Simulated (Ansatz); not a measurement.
## Property card for AlNi$_{3}$

Level of theory: DFT PBEsol, scalar-relativistic, plane waves, PAW in Ansatz 0.2.0.

Plane waves to 420 eV, a k mesh through Γ of 14×14×14 on the computed 4-atom cell and Gaussian smearing (0.10 eV); no spin polarisation.

The structure is relaxed at this level of theory with its symmetry kept. Whether it is the stable form of this composition wasn't checked.

```yaml
crystal:
  lattice:
    - [0.00000, 2.79841, 2.79841]
    - [2.79841, 0.00000, 2.79841]
    - [2.79841, 2.79841, 0.00000]
  atoms:
    - { symbol: Al, position: [0.50000, 0.50000, 0.50000] }
    - { symbol: Ni, position: [0.25000, 0.25000, 0.25000] }
    - { symbol: Ni, position: [0.00000, 0.00000, 0.00000] }
    - { symbol: Ni, position: [0.75000, 0.75000, 0.75000] }
```

| Property | Result |
| --- | --- |
| Space group | Fm-3m (No. 225) |
| Volume per atom | 10.96 Å³ |
| Formation energy from the elements' standard states (uncorrected) | -0.383 eV/atom |
| Kohn–Sham band gap | none (metal) |
| Density of states at the Fermi level | 2.63 states/eV per cell |
| Löwdin character within 0.5 eV of the Fermi level | Ni 3d 87 % |
| Bulk modulus | 201 GPa |
| Its pressure derivative | 4.6 |
| Bader charges (e) | Al (1 in the cell) 1.85, Ni (2 in the cell) -0.81, Ni (1 in the cell) -0.22 |

A ferromagnetic start lost its moments in a first run, so spin was left out; other magnetic orders weren't tried.